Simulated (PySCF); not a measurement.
Compound: CFCl3.
Cartesian coordinates in Å at the GFN2-xTB level; atoms count from 1:
```
atom  x, y, z in Å
F1     0.060   -0.141    1.396
C2     0.005   -0.006    0.067
Cl3   -0.458    1.661   -0.313
Cl4    1.603   -0.371   -0.604
Cl5   -1.201   -1.140   -0.563
```

The calculation used B3LYP/6-31G in PySCF (dipole) on a GFN2-xTB geometry, gas phase.

Masses are those of the commonest isotopes; rigid-rotor values at the optimised geometry. 

Question: What are A, B and C (MHz)?

Answer: Ia = 206.75, Ib = 206.79, Ic = 295.71 u·Å²; 505379 MHz·u·Å²/I gives A = 2444, B = 2444, C = 1709 MHz.

Question: What kind of rotor is it?

Answer: An oblate symmetric top, as the point group C3v requires two equal moments; Ray's κ = 0.999.

Question: What does the inertial defect say?

Answer: Not planar: Δ = Ic − Ia − Ib = -117.84 u·Å². For a rigid frame Δ = −2 Σ m c², so Σ m c² = 58.92 u·Å² lies off the ab plane. The atom farthest from that plane is 1.59 Å away.

Question: Where do the R-branch lines fall?

Answer: The dipole of 0.42 D lies along the symmetry axis, so ΔK = 0 and J+1 ← J falls at 2B(J+1) for every K: 4.89 GHz, 9.78 GHz, 14.66 GHz, 19.55 GHz, 24.44 GHz for J = 0 to 4.

Question: Estimate the classical rotational partition function at 25 K, 200 K and 298.15 K.

Answer: Point group C3v, symmetry number σ = 3; q = (√π/σ)·√((kT/h)³/(ABC)), k/h = 20836.6 MHz/K: 2200 at 25 K, 49700 at 200 K, 90500 at 298.15 K.

No frequency check. Constants of a rigid frame at the computed geometry: no zero-point averaging, no centrifugal distortion.
